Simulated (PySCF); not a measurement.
Working with the constants of AlB

ROHF-CCSD(T) constants of AlB, ³Σ⁻ (triplet), unpaired electrons π ↑↑ (Al x2c-SVPall, B x2c-SVPall; spin-free X2C with a Gaussian nucleus (PySCF 2.14); masses 26.9815 and 11.0093 u):

| Property | Result |
| --- | --- |
| ωe | 622.1 cm⁻¹ |
| ωexe | 4.66 cm⁻¹ |
| Be | 0.51668 cm⁻¹ |
| αe | 0.00510 cm⁻¹ |
| De to Al + B | 1.80 eV |

(1) What force constant and bond length do these constants imply?

(2) Estimate the centrifugal constant D from the Kratzer relation and find the Dunham coefficient a1.

Correlated steps freeze 6 core orbitals. Correlated levels converge slowly with the basis: in double zeta they bind strong bonds too weakly, by up to about 1 eV, and carry superposition errors of some tenths. The CCSD T1 diagnostic is raised, a sign that a single reference may not be enough here. The state was picked by a PBE0 search and need not be the measured ground state.

Answers

(1) Reduced mass μred = 7.8189 u; k = 5.8918×10⁻⁷·μred·ωe² (u, cm⁻¹, mdyn/Å) = 1.78 mdyn/Å; Re = √(16.8576/(μred·Be)) (u, cm⁻¹, Å) = 2.043 Å.

(2) D = 4Be³/ωe² = 1.43e-06 cm⁻¹; a1 = −1 − αeωe/(6Be²) = -2.98.
